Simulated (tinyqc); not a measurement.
UHF in the sto-3g basis, for LiH, spin multiplicity 1, step by step (part 1 of 2). Computed by tinyqc, a small Python program that keeps every step (integrals from PySCF). Settings: charge = 0, multiplicity = 1, basis = sto-3g, energy threshold = 1e-09, iteration cap = 86, orthogonalisation = canonical, start = core, DIIS depth = 3, DIIS from iteration = 3, method = UHF, break = 0.7. Command: `OMP_NUM_THREADS=1 python tinyqc.py 26869 26870 out.jsonl` (the two numbers bound the seeds that draw the settings). One thread of a shared host (Intel(R) Xeon(R) Processor @ 2.60GHz), about 0.2 s of CPU time with the checks. Later iterations appear only in the table of the cycle.

## One-electron integrals

Geometry (angstrom):
```
atom,x,y,z
Li,0.000000,0.000000,0.000000
H,0.000000,0.000000,2.728000
```

Basis sto-3g: exponents (1/bohr^2) and contraction coefficients of normalised primitives:
```
element,l (shell),exponent,coefficient
Li,s (1),16.119575,0.154329
Li,s (1),2.936201,0.535328
Li,s (1),0.794651,0.444635
Li,s (2),0.636290,-0.099967
Li,s (2),0.147860,0.399513
Li,s (2),0.048089,0.700115
Li,p (3),0.636290,0.155916
Li,p (3),0.147860,0.607684
Li,p (3),0.048089,0.391957
H,s (1),3.425251,0.154329
H,s (1),0.623914,0.535328
H,s (1),0.168855,0.444635
```

Overlap, kinetic and nuclear-attraction integrals over the contracted functions; the nuclear repulsion is the sum of Za Zb / Rab.

nuclear repulsion = 0.58193975 hartree

overlap S:
```
,1Li 1s,1Li 2s,1Li 2px,1Li 2py,1Li 2pz,2H 1s
1Li 1s,1.000000,0.241137,0.000000,0.000000,0.000000,0.004377
1Li 2s,0.241137,1.000000,0.000000,0.000000,0.000000,0.160406
1Li 2px,0.000000,0.000000,1.000000,0.000000,0.000000,0.000000
1Li 2py,0.000000,0.000000,0.000000,1.000000,0.000000,0.000000
1Li 2pz,0.000000,0.000000,0.000000,0.000000,1.000000,0.245089
2H 1s,0.004377,0.160406,0.000000,0.000000,0.245089,1.000000
```

kinetic energy T (hartree):
```
,1Li 1s,1Li 2s,1Li 2px,1Li 2py,1Li 2pz,2H 1s
1Li 1s,3.576786,-0.020237,0.000000,0.000000,0.000000,-0.003093
1Li 2s,-0.020237,0.102163,0.000000,0.000000,0.000000,0.000357
1Li 2px,0.000000,0.000000,0.319682,0.000000,0.000000,0.000000
1Li 2py,0.000000,0.000000,0.000000,0.319682,0.000000,0.000000
1Li 2pz,0.000000,0.000000,0.000000,0.000000,0.319682,0.013839
2H 1s,-0.003093,0.000357,0.000000,0.000000,0.013839,0.760032
```

nuclear attraction V (hartree):
```
,1Li 1s,1Li 2s,1Li 2px,1Li 2py,1Li 2pz,2H 1s
1Li 1s,-8.176861,-1.011119,0.000000,0.000000,-0.005540,-0.016269
1Li 2s,-1.011119,-1.398533,0.000000,0.000000,-0.063518,-0.219890
1Li 2px,0.000000,0.000000,-1.374349,0.000000,0.000000,0.000000
1Li 2py,0.000000,0.000000,0.000000,-1.374349,0.000000,0.000000
1Li 2pz,-0.005540,-0.063518,0.000000,0.000000,-1.417490,-0.338490
2H 1s,-0.016269,-0.219890,0.000000,0.000000,-0.338490,-1.808551
```

core Hamiltonian H = T + V (hartree):
```
,1Li 1s,1Li 2s,1Li 2px,1Li 2py,1Li 2pz,2H 1s
1Li 1s,-4.600075,-1.031356,0.000000,0.000000,-0.005540,-0.019362
1Li 2s,-1.031356,-1.296369,0.000000,0.000000,-0.063518,-0.219533
1Li 2px,0.000000,0.000000,-1.054667,0.000000,0.000000,0.000000
1Li 2py,0.000000,0.000000,0.000000,-1.054667,0.000000,0.000000
1Li 2pz,-0.005540,-0.063518,0.000000,0.000000,-1.097809,-0.324651
2H 1s,-0.019362,-0.219533,0.000000,0.000000,-0.324651,-1.048519
```

## Two-electron integrals

Functions are numbered as in S; the eight-fold symmetry (ij|kl) = (ji|kl) = (kl|ij) leaves the list below.

Two-electron integrals (ij|kl) in chemists' order, unique and non-zero (hartree):
```
i,j,k,l,(ij|kl)
1,1,1,1,1.680395
2,1,1,1,0.265420
2,1,2,1,0.049941
2,2,1,1,0.397727
2,2,2,1,0.092860
2,2,2,2,0.290562
3,1,3,1,0.008981
3,2,3,1,0.013788
3,2,3,2,0.064184
3,3,1,1,0.396640
3,3,2,1,0.092880
3,3,2,2,0.290497
3,3,3,3,0.312946
4,1,4,1,0.008981
4,2,4,1,0.013788
4,2,4,2,0.064184
4,3,4,3,0.016869
4,4,1,1,0.396640
4,4,2,1,0.092880
4,4,2,2,0.290497
4,4,3,3,0.279207
4,4,4,4,0.312946
5,1,5,1,0.008981
5,2,5,1,0.013788
5,2,5,2,0.064184
5,3,5,3,0.016869
5,4,5,4,0.016869
5,5,1,1,0.396640
5,5,2,1,0.092880
5,5,2,2,0.290497
5,5,3,3,0.279207
5,5,4,4,0.279207
5,5,5,5,0.312946
6,1,1,1,0.004312
6,1,2,1,0.000837
6,1,2,2,0.001657
6,1,3,3,0.001630
6,1,4,4,0.001630
6,1,5,1,0.000132
6,1,5,2,0.000268
6,1,5,5,0.001714
6,1,6,1,0.000017
6,2,1,1,0.039550
6,2,2,1,0.009487
6,2,2,2,0.035898
6,2,3,3,0.033730
6,2,4,4,0.033730
6,2,5,1,0.001326
6,2,5,2,0.011367
6,2,5,5,0.040195
6,2,6,1,0.000206
6,2,6,2,0.011267
6,3,3,1,0.000363
6,3,3,2,0.002403
6,3,5,3,0.001251
6,3,6,3,0.000415
6,4,4,1,0.000363
6,4,4,2,0.002403
6,4,5,4,0.001251
6,4,6,4,0.000415
6,5,1,1,0.058605
6,5,2,1,0.014091
6,5,2,2,0.054023
6,5,3,3,0.050472
6,5,4,4,0.050472
6,5,5,1,0.002045
6,5,5,2,0.017732
6,5,5,5,0.061064
6,5,6,1,0.000309
6,5,6,2,0.017727
6,5,6,5,0.027947
6,6,1,1,0.193978
6,6,2,1,0.046773
6,6,2,2,0.190406
6,6,3,3,0.177004
6,6,4,4,0.177004
6,6,5,1,0.005537
6,6,5,2,0.061514
6,6,5,5,0.216888
6,6,6,1,0.000997
6,6,6,2,0.082635
6,6,6,5,0.131828
6,6,6,6,0.774606
```

## Orthogonalisation

S = U s U^T; canonical form X = U s^(-1/2), so that X^T S X = 1. Each column of U has its largest component positive (the first on a tie).

eigenvalues of S: 0.665821  0.822156  1.000000  1.000000  1.173722  1.338300

X:
```
,1,2,3,4,5,6
1Li 1s,0.493180,0.642698,0.000000,0.000000,-0.529274,0.356050
1Li 2s,-0.696347,-0.465842,0.000000,0.000000,-0.388118,0.490456
1Li 2px,0.000000,0.000000,0.188395,0.982093,0.000000,0.000000
1Li 2py,0.000000,0.000000,0.982093,-0.188395,0.000000,0.000000
1Li 2pz,-0.520226,0.619705,0.000000,0.000000,0.529495,0.361610
2H 1s,0.709326,-0.449676,0.000000,0.000000,0.375312,0.499136
```

Within a degenerate level the vectors are fixed only up to a rotation; this is one choice.

## Starting guess

The start is the orbitals of the core Hamiltonian, with HOMO and LUMO mixed by +/-0.7 rad for the two spins; D(s) = C_occ C_occ^T for each spin.

D(alpha) at the start:
```
,1Li 1s,1Li 2s,1Li 2px,1Li 2py,1Li 2pz,2H 1s
1Li 1s,1.062255,-0.257954,0.000000,0.000000,-0.013137,0.009916
1Li 2s,-0.257954,1.068250,0.000000,0.000000,0.061932,-0.030530
1Li 2px,0.000000,0.000000,0.000000,0.000000,0.000000,0.000000
1Li 2py,0.000000,0.000000,0.000000,0.000000,0.000000,0.000000
1Li 2pz,-0.013137,0.061932,0.000000,0.000000,0.003594,-0.001765
2H 1s,0.009916,-0.030530,0.000000,0.000000,-0.001765,0.000879
```

D(beta) at the start:
```
,1Li 1s,1Li 2s,1Li 2px,1Li 2py,1Li 2pz,2H 1s
1Li 1s,1.011490,-0.025619,0.000000,0.000000,-0.013412,-0.003952
1Li 2s,-0.025619,0.005061,0.000000,0.000000,0.053718,0.027946
1Li 2px,0.000000,0.000000,0.000000,0.000000,0.000000,0.000000
1Li 2py,0.000000,0.000000,0.000000,0.000000,0.000000,0.000000
1Li 2pz,-0.013412,0.053718,0.000000,0.000000,0.645961,0.336934
2H 1s,-0.003952,0.027946,0.000000,0.000000,0.336934,0.175754
```

## Iteration 1: building the Fock matrix

J_ij = sum D_kl (ij|kl) with D = D(alpha) + D(beta), K_ij = sum D_kl (ik|jl) for each spin; F = H + J - K(s); E = tr D H + tr D J / 2 - 0.5 sum_s tr D(s) K(s) + E_nn.

Coulomb J (hartree):
```
,1Li 1s,1Li 2s,1Li 2px,1Li 2py,1Li 2pz,2H 1s
1Li 1s,4.092098,0.699757,0.000000,0.000000,0.005056,0.011797
1Li 2s,0.699757,1.342356,0.000000,0.000000,0.036810,0.170258
1Li 2px,0.000000,0.000000,1.327950,0.000000,0.000000,0.000000
1Li 2py,0.000000,0.000000,0.000000,1.327950,0.000000,0.000000
1Li 2pz,0.005056,0.036810,0.000000,0.000000,1.363977,0.257112
2H 1s,0.011797,0.170258,0.000000,0.000000,0.257112,0.959688
```

exchange K(alpha) (hartree):
```
,1Li 1s,1Li 2s,1Li 2px,1Li 2py,1Li 2pz,2H 1s
1Li 1s,1.701491,0.265771,0.000000,0.000000,0.001415,0.004967
1Li 2s,0.265771,0.313733,0.000000,0.000000,0.018635,0.034529
1Li 2px,0.000000,0.000000,0.070909,0.000000,0.000000,0.000000
1Li 2py,0.000000,0.000000,0.000000,0.070909,0.000000,0.000000
1Li 2pz,0.001415,0.018635,0.000000,0.000000,0.070883,0.012952
2H 1s,0.004967,0.034529,0.000000,0.000000,0.012952,0.009425
```

exchange K(beta) (hartree):
```
,1Li 1s,1Li 2s,1Li 2px,1Li 2py,1Li 2pz,2H 1s
1Li 1s,1.692262,0.267103,0.000000,0.000000,0.001780,0.007427
1Li 2s,0.267103,0.100260,0.000000,0.000000,0.042022,0.062189
1Li 2px,0.000000,0.000000,0.020647,0.000000,0.000000,0.000000
1Li 2py,0.000000,0.000000,0.000000,0.020647,0.000000,0.000000
1Li 2pz,0.001780,0.042022,0.000000,0.000000,0.257889,0.150510
2H 1s,0.007427,0.062189,0.000000,0.000000,0.150510,0.249598
```

F(alpha) (hartree):
```
,1Li 1s,1Li 2s,1Li 2px,1Li 2py,1Li 2pz,2H 1s
1Li 1s,-2.209469,-0.597370,0.000000,0.000000,-0.001900,-0.012533
1Li 2s,-0.597370,-0.267746,0.000000,0.000000,-0.045343,-0.083805
1Li 2px,0.000000,0.000000,0.202374,0.000000,0.000000,0.000000
1Li 2py,0.000000,0.000000,0.000000,0.202374,0.000000,0.000000
1Li 2pz,-0.001900,-0.045343,0.000000,0.000000,0.195285,-0.080491
2H 1s,-0.012533,-0.083805,0.000000,0.000000,-0.080491,-0.098256
```

F(beta) (hartree):
```
,1Li 1s,1Li 2s,1Li 2px,1Li 2py,1Li 2pz,2H 1s
1Li 1s,-2.200240,-0.598702,0.000000,0.000000,-0.002265,-0.014993
1Li 2s,-0.598702,-0.054273,0.000000,0.000000,-0.068730,-0.111465
1Li 2px,0.000000,0.000000,0.252635,0.000000,0.000000,0.000000
1Li 2py,0.000000,0.000000,0.000000,0.252635,0.000000,0.000000
1Li 2pz,-0.002265,-0.068730,0.000000,0.000000,0.008279,-0.218050
2H 1s,-0.014993,-0.111465,0.000000,0.000000,-0.218050,-0.338429
```

total energy of this density = -7.52283035 hartree

## Iteration 1: diagonalisation and new density

Diagonalise F' = X^T F X, C = X C', fill 2 alpha and 2 beta electrons from the bottom; D(s) = C_occ C_occ^T. Each column has its largest component positive (the first on a tie).

F' = X^T F X (alpha) (hartree):
```
,1,2,3,4,5,6
1,-0.151966,-0.461269,0.000000,0.000000,0.357984,-0.347464
2,-0.461269,-0.516260,0.000000,0.000000,0.802087,-0.450686
3,0.000000,0.000000,0.202374,0.000000,0.000000,0.000000
4,0.000000,0.000000,0.000000,0.202374,0.000000,0.000000
5,0.357984,0.802087,0.000000,0.000000,-0.846682,0.688782
6,-0.347464,-0.450686,0.000000,0.000000,0.688782,-0.643195
```

orbital energies (alpha) (hartree): MO1 -2.211608, MO2 -0.170628, MO3 -0.029029, MO4 0.202374, MO5 0.202374, MO6 0.253163

coefficients C (alpha):
```
,MO1,MO2,MO3,MO4,MO5,MO6
1Li 1s,0.991502,-0.193392,-0.206659,0.000000,0.000000,-0.002200
1Li 2s,0.033198,0.695870,0.779461,0.000000,0.000000,0.013942
1Li 2px,0.000000,0.000000,0.000000,0.856688,0.515835,0.000000
1Li 2py,0.000000,0.000000,0.000000,-0.515835,0.856688,0.000000
1Li 2pz,0.002054,0.147580,-0.091772,0.000000,0.000000,1.017639
2H 1s,-0.003367,0.589994,-0.756863,0.000000,0.000000,-0.417615
```

F' = X^T F X (beta) (hartree):
```
,1,2,3,4,5,6
1,-0.106379,-0.339607,0.000000,0.000000,0.394817,-0.457539
2,-0.339607,-0.505995,0.000000,0.000000,0.827697,-0.496925
3,0.000000,0.000000,0.252635,0.000000,0.000000,0.000000
4,0.000000,0.000000,0.000000,0.252635,0.000000,0.000000
5,0.394817,0.827697,0.000000,0.000000,-0.934568,0.508912
6,-0.457539,-0.496925,0.000000,0.000000,0.508912,-0.747891
```

orbital energies (beta) (hartree): MO1 -2.202382, MO2 -0.386562, MO3 0.141375, MO4 0.152737, MO5 0.252635, MO6 0.252635

coefficients C (beta):
```
,MO1,MO2,MO3,MO4,MO5,MO6
1Li 1s,0.991954,-0.041584,0.010579,-0.278165,0.000000,0.000000
1Li 2s,0.031483,0.125214,-0.030026,1.037073,0.000000,0.000000
1Li 2px,0.000000,0.000000,0.000000,0.000000,0.983633,0.180184
1Li 2py,0.000000,0.000000,0.000000,0.000000,-0.180184,0.983633
1Li 2pz,0.002231,0.290807,0.989865,0.037277,0.000000,0.000000
2H 1s,-0.001621,0.862159,-0.513284,-0.297603,0.000000,0.000000
```

D(alpha) after iteration 1:
```
,1Li 1s,1Li 2s,1Li 2px,1Li 2py,1Li 2pz,2H 1s
1Li 1s,1.020477,-0.101660,0.000000,0.000000,-0.026505,-0.117438
1Li 2s,-0.101660,0.485337,0.000000,0.000000,0.102765,0.410447
1Li 2px,0.000000,0.000000,0.000000,0.000000,0.000000,0.000000
1Li 2py,0.000000,0.000000,0.000000,0.000000,0.000000,0.000000
1Li 2pz,-0.026505,0.102765,0.000000,0.000000,0.021784,0.087064
2H 1s,-0.117438,0.410447,0.000000,0.000000,0.087064,0.348104
```

D(beta) after iteration 1:
```
,1Li 1s,1Li 2s,1Li 2px,1Li 2py,1Li 2pz,2H 1s
1Li 1s,0.985702,0.026022,0.000000,0.000000,-0.009880,-0.037460
1Li 2s,0.026022,0.016670,0.000000,0.000000,0.036483,0.107903
1Li 2px,0.000000,0.000000,0.000000,0.000000,0.000000,0.000000
1Li 2py,0.000000,0.000000,0.000000,0.000000,0.000000,0.000000
1Li 2pz,-0.009880,0.036483,0.000000,0.000000,0.084573,0.250718
2H 1s,-0.037460,0.107903,0.000000,0.000000,0.250718,0.743320
```

Within a degenerate level the vectors are fixed only up to a rotation; this is one choice.

## Iteration 2: building the Fock matrix

As before.

Coulomb J (hartree):
```
,1Li 1s,1Li 2s,1Li 2px,1Li 2py,1Li 2pz,2H 1s
1Li 1s,3.863838,0.651565,0.000000,0.000000,0.011945,0.011109
1Li 2s,0.651565,1.241637,0.000000,0.000000,0.107689,0.217058
1Li 2px,0.000000,0.000000,1.218953,0.000000,0.000000,0.000000
1Li 2py,0.000000,0.000000,0.000000,1.218953,0.000000,0.000000
1Li 2pz,0.011945,0.107689,0.000000,0.000000,1.279904,0.334887
2H 1s,0.011109,0.217058,0.000000,0.000000,0.334887,1.537300
```

exchange K(alpha) (hartree):
```
,1Li 1s,1Li 2s,1Li 2px,1Li 2py,1Li 2pz,2H 1s
1Li 1s,1.684976,0.270756,0.000000,0.000000,-0.000358,0.002327
1Li 2s,0.270756,0.207645,0.000000,0.000000,0.069864,0.136793
1Li 2px,0.000000,0.000000,0.040130,0.000000,0.000000,0.000000
1Li 2py,0.000000,0.000000,0.000000,0.040130,0.000000,0.000000
1Li 2pz,-0.000358,0.069864,0.000000,0.000000,0.078767,0.111717
2H 1s,0.002327,0.136793,0.000000,0.000000,0.111717,0.369878
```

exchange K(beta) (hartree):
```
,1Li 1s,1Li 2s,1Li 2px,1Li 2py,1Li 2pz,2H 1s
1Li 1s,1.671710,0.276231,0.000000,0.000000,0.000405,0.005624
1Li 2s,0.276231,0.085443,0.000000,0.000000,0.046064,0.106749
1Li 2px,0.000000,0.000000,0.013494,0.000000,0.000000,0.000000
1Li 2py,0.000000,0.000000,0.000000,0.013494,0.000000,0.000000
1Li 2pz,0.000405,0.046064,0.000000,0.000000,0.092174,0.175308
2H 1s,0.005624,0.106749,0.000000,0.000000,0.175308,0.663508
```

F(alpha) (hartree):
```
,1Li 1s,1Li 2s,1Li 2px,1Li 2py,1Li 2pz,2H 1s
1Li 1s,-2.421213,-0.650547,0.000000,0.000000,0.006763,-0.010580
1Li 2s,-0.650547,-0.262378,0.000000,0.000000,-0.025693,-0.139269
1Li 2px,0.000000,0.000000,0.124156,0.000000,0.000000,0.000000
1Li 2py,0.000000,0.000000,0.000000,0.124156,0.000000,0.000000
1Li 2pz,0.006763,-0.025693,0.000000,0.000000,0.103328,-0.101482
2H 1s,-0.010580,-0.139269,0.000000,0.000000,-0.101482,0.118903
```

F(beta) (hartree):
```
,1Li 1s,1Li 2s,1Li 2px,1Li 2py,1Li 2pz,2H 1s
1Li 1s,-2.407947,-0.656022,0.000000,0.000000,0.005999,-0.013877
1Li 2s,-0.656022,-0.140176,0.000000,0.000000,-0.001893,-0.109225
1Li 2px,0.000000,0.000000,0.150791,0.000000,0.000000,0.000000
1Li 2py,0.000000,0.000000,0.000000,0.150791,0.000000,0.000000
1Li 2pz,0.005999,-0.001893,0.000000,0.000000,0.089921,-0.165073
2H 1s,-0.013877,-0.109225,0.000000,0.000000,-0.165073,-0.174727
```

total energy of this density = -7.73700224 hartree

## Iteration 2: diagonalisation and new density

As before.

F' = X^T F X (alpha) (hartree):
```
,1,2,3,4,5,6
1,0.001475,-0.546935,0.000000,0.000000,0.515406,-0.300973
2,-0.546935,-0.579232,0.000000,0.000000,0.800017,-0.548707
3,0.000000,0.000000,0.124156,0.000000,0.000000,0.000000
4,0.000000,0.000000,0.000000,0.124156,0.000000,0.000000
5,0.515406,0.800017,0.000000,0.000000,-0.928121,0.766093
6,-0.300973,-0.548707,0.000000,0.000000,0.766093,-0.670079
```

orbital energies (alpha) (hartree): MO1 -2.423273, MO2 -0.154111, MO3 0.066378, MO4 0.124156, MO5 0.124156, MO6 0.335050

coefficients C (alpha):
```
,MO1,MO2,MO3,MO4,MO5,MO6
1Li 1s,0.992175,-0.229697,0.130144,0.000000,0.000000,0.095284
1Li 2s,0.030685,0.844739,-0.483720,0.000000,0.000000,-0.380237
1Li 2px,0.000000,0.000000,0.000000,0.127454,0.991844,0.000000
1Li 2py,0.000000,0.000000,0.000000,0.991844,-0.127454,0.000000
1Li 2pz,-0.001824,0.186778,0.760746,0.000000,0.000000,-0.672438
2H 1s,-0.002668,0.389678,0.351742,0.000000,0.000000,0.905411
```

F' = X^T F X (beta) (hartree):
```
,1,2,3,4,5,6
1,-0.051067,-0.450002,0.000000,0.000000,0.438180,-0.455276
2,-0.450002,-0.572894,0.000000,0.000000,0.849929,-0.532101
3,0.000000,0.000000,0.150791,0.000000,0.000000,0.000000
4,0.000000,0.000000,0.000000,0.150791,0.000000,0.000000
5,0.438180,0.849929,0.000000,0.000000,-0.995437,0.662482
6,-0.455276,-0.532101,0.000000,0.000000,0.662482,-0.716994
```

orbital energies (beta) (hartree): MO1 -2.410435, MO2 -0.230546, MO3 0.056380, MO4 0.150791, MO5 0.150791, MO6 0.248210

coefficients C (beta):
```
,MO1,MO2,MO3,MO4,MO5,MO6
1Li 1s,0.991564,-0.066863,-0.249461,0.000000,0.000000,-0.115276
1Li 2s,0.032932,0.227470,0.916182,0.000000,0.000000,0.448189
1Li 2px,0.000000,0.000000,0.000000,0.988205,0.153135,0.000000
1Li 2py,0.000000,0.000000,0.000000,-0.153135,0.988205,0.000000
1Li 2pz,-0.001973,0.284729,-0.452963,0.000000,0.000000,0.882919
2H 1s,-0.002235,0.832788,-0.102989,0.000000,0.000000,-0.625461
```

D(alpha) after iteration 2:
```
,1Li 1s,1Li 2s,1Li 2px,1Li 2py,1Li 2pz,2H 1s
1Li 1s,1.037173,-0.163589,0.000000,0.000000,-0.044712,-0.092155
1Li 2s,-0.163589,0.714526,0.000000,0.000000,0.157723,0.329095
1Li 2px,0.000000,0.000000,0.000000,0.000000,0.000000,0.000000
1Li 2py,0.000000,0.000000,0.000000,0.000000,0.000000,0.000000
1Li 2pz,-0.044712,0.157723,0.000000,0.000000,0.034889,0.072788
2H 1s,-0.092155,0.329095,0.000000,0.000000,0.072788,0.151856
```

D(beta) after iteration 2:
```
,1Li 1s,1Li 2s,1Li 2px,1Li 2py,1Li 2pz,2H 1s
1Li 1s,0.987670,0.017445,0.000000,0.000000,-0.020995,-0.057899
1Li 2s,0.017445,0.052827,0.000000,0.000000,0.064702,0.189361
1Li 2px,0.000000,0.000000,0.000000,0.000000,0.000000,0.000000
1Li 2py,0.000000,0.000000,0.000000,0.000000,0.000000,0.000000
1Li 2pz,-0.020995,0.064702,0.000000,0.000000,0.081074,0.237123
2H 1s,-0.057899,0.189361,0.000000,0.000000,0.237123,0.693540
```

Within a degenerate level the vectors are fixed only up to a rotation; this is one choice.
